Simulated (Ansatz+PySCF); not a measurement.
A calculation with PySCF 2.14.0.

```python
from pyscf import gto, scf

mol = gto.M(atom="""
S 0.000000 0.000000 -0.156030
H 0.000000 1.457290 1.248220
H 0.000000 -1.457290 1.248220
""", basis='6-31g*', charge=0, spin=0)
mf = scf.UHF(mol)
mf.kernel()
print(mf.converged, mf.e_tot, mf.spin_square()[0])
```

The script is written out from the run's settings.

Output:

```
Converged                       : yes
Total energy                    : -398.47015 hartree
Spin squared of the determinant : 0.000
Cycles                          : 13
```

This is not the lowest solution: another run reaches a determinant 0.93 eV lower.
